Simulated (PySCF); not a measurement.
**Question.** Give a PBE0-D3(BJ)/def2-SVP geometry of `FCC1=C[C+]1F`. (Charge +1.)

**Answer.** 
```
atom  x, y, z in Å
F1    -1.4173   -1.3044   -1.0262
C2    -1.2859   -0.3928   -0.0517
C3     0.1066    0.0680    0.0402
C4     1.3928   -0.0269   -0.4660
C5     1.1311    0.8103    0.5652
F6     1.5287    1.6559    1.4031
H7    -1.9252    0.4949   -0.2313
H8    -1.5743   -0.8043    0.9362
H9     2.0595   -0.4906   -1.1986
```

Any rigid rotation of these coordinates is as good. Atoms count from 1 in this order. The 3-membered ring C3–C4–C5 has internal angles of 58.9° to 61.2°. The 2 C–F bonds span 1.255 Å (C5–F6, drawn single) to 1.341 Å (F1–C2, drawn single), a spread of 0.086 Å. The C–C distances run from 1.354 Å (C4–C5, drawn aromatic) to 1.470 Å (C2–C3, drawn single), a spread of 0.116 Å. C3 (unsaturated ring carbon) has angles 154.5°, 146.6° and 58.9°, sum 360.0°, 0.00 Å off the plane of its three neighbours.

Bonds between heavy atoms (Å): F1–C2 1.341, C2–C3 1.470, C3–C4 1.385, C4–C5 1.354, C5–F6 1.255, C3–C5 1.370.

Computed, not measured: PySCF, PBE0-D3(BJ)/def2-SVP geometry optimisation, gas phase.

Point group: Cs (tolerance 0.08 Å). No frequency check. Torsions: F1–C2–C3–C4 1°.

One conformer stands for the species.
